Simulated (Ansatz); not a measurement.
## A ladder of methods for CH2BF (SMILES B[C]F)

The species is CH2BF (5 atoms), meant as a triplet with charge 0. As SMILES, `B[C]F`. Geometry: relaxed at GFN2-xTB.

```xyz
5

B    -0.5056   -0.2501   -0.1209
C     0.8999    0.1798   -0.2454
F     1.7161    0.8967    0.4901
H    -0.9948   -0.9049   -0.9535
H    -1.1156    0.0785    0.8297
```

Each level gives the energy change with the B1–H4 bond stretched from 1.167 to 2.917 Å (eV). The values are calculated.

| level | kind | program | value (eV) | less FCI/STO-3G | CPU time (all runs) |
| --- | --- | --- | --- | --- | --- |
| UHF/STO-3G | Hartree–Fock | Ansatz | 5.16 | -0.20 | 0.42 s |
| U-revPBE/STO-3G | GGA | Ansatz | 5.84 | +0.48 | 9.4 s |
| UBLYP/STO-3G | GGA | Ansatz | 5.84 | +0.48 | 11 s |
| U-r2SCAN/STO-3G | meta-GGA | Ansatz | 5.85 | +0.49 | 15 s |
| UBHLYP/STO-3G | global hybrid | Ansatz | 6.05 | +0.69 | 6.2 s |
| UPBE0/STO-3G | global hybrid | Ansatz | 6.01 | +0.65 | 5.5 s |
| UCAM-B3LYP/STO-3G | range-separated hybrid | Ansatz | 6.12 | +0.76 | 7.4 s |
| RPA@PBE/STO-3G | RPA | Ansatz | 5.72 | +0.36 | 6.7 s |
| UCCSD/STO-3G | coupled cluster or CI | Ansatz | 5.50 | +0.14 | 0.77 s |
| FCI/STO-3G | exact in the basis | Ansatz | 5.36 | 0.00 | 2.5 min |

FCI/STO-3G is exact within its basis and frozen core, so for wave-function methods in that basis the difference is their error; functionals converge differently with the basis, so for them it is only a difference. The first shape isn't each level's own minimum. The values span 5.16 to 6.12 eV. Spin contamination of the reference (⟨S²⟩ at least 0.1 too high) touches UHF/STO-3G, U-revPBE/STO-3G, UBLYP/STO-3G, U-r2SCAN/STO-3G, UBHLYP/STO-3G, UPBE0/STO-3G, UCAM-B3LYP/STO-3G, RPA@PBE/STO-3G, UCCSD/STO-3G. All rows use very small basis sets, so none should be taken for the real molecule's value. CPU times are rough (shared hosts, several kinds of processor and program).
